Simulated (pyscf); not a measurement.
9 silicon, germanium or tin steps of one kind (hydrogen abstraction, radical): reaction energy in kcal/mol, from the separated reactants or the lowest minimum found. Single points on ωB97X-D3(BJ)/def2-SVP structures (PySCF, gas phase). Functionals in def2-TZVP; the last column is ωB97M-D3(BJ)/def2-TZVP. Rows were drawn at random from the steps of this kind and element class whose saddle was verified and whose references are stable.

```tsv
step	PBE	M06-2X	PBE0-D3(BJ)	ωB97M-D3(BJ)
`[SiH3][SiH]([SiH3])[SiH3]` + `[H]` [doublet] → `[SiH3][Si]([SiH3])[SiH3]` [doublet] + `[H][H]`	-22.0	-22.3	-20.5	-20.0
`[NH2][GeH2][F]` + `[H]` [doublet] → `[NH2][GeH][F]` [doublet] + `[H][H]`	-22.2	-21.3	-18.7	-19.9
`[O][SiH3]` [doublet] + `[H][H]` → `[OH][SiH3]` + `[H]` [doublet]	-14.1	-15.7	-15.3	-14.4
`[SiH3][Cl]` + `[H]` [doublet] → `[SiH2][Cl]` [doublet] + `[H][H]`	-14.7	-14.3	-12.7	-11.4
`[CH3][GeH3]` + `[H]` [doublet] → `[CH3][GeH2]` [doublet] + `[H][H]`	-18.9	-22.5	-17.5	-19.0
`[NH2][SiH]([F])[Cl]` + `[H]` [doublet] → `[NH2][Si]([F])[Cl]` [doublet] + `[H][H]`	-12.3	-10.4	-9.2	-7.4
`[SiH3][Br]` + `[H]` [doublet] -> `[SiH2][Br]` [doublet] + `[H][H]`	-15.6	-15.3	-13.6	-12.3
`[CH3][GeH3]` + `[CH3]` [doublet] → `[CH3][GeH2]` [doublet] + `[CH4]`	-24.3	-26.4	-22.7	-23.3
`[CH2][SiH3]` [doublet] + `[H][H]` -> `[CH3][SiH3]` + `[H]` [doublet]	-0.8	+0.3	-1.1	-0.2
```

Differences from the last column (kcal/mol): PBE: mean -1.9, median -2.0, mean size 2.0, lower in 7 of 9; M06-2X: mean -2.2, median -2.9, mean size 2.3, lower in 8 of 9; PBE0-D3(BJ): mean -0.4, median -0.8, mean size 1.1, lower in 6 of 9. PBE is closest for row 5 (0.1 kcal/mol apart) and farthest for row 6 (5.0 kcal/mol). PBE, r²SCAN and M06-2X carry no added dispersion term. The last column is a level with limits of its own. Elements up to Kr have no core potential and no relativistic terms here.
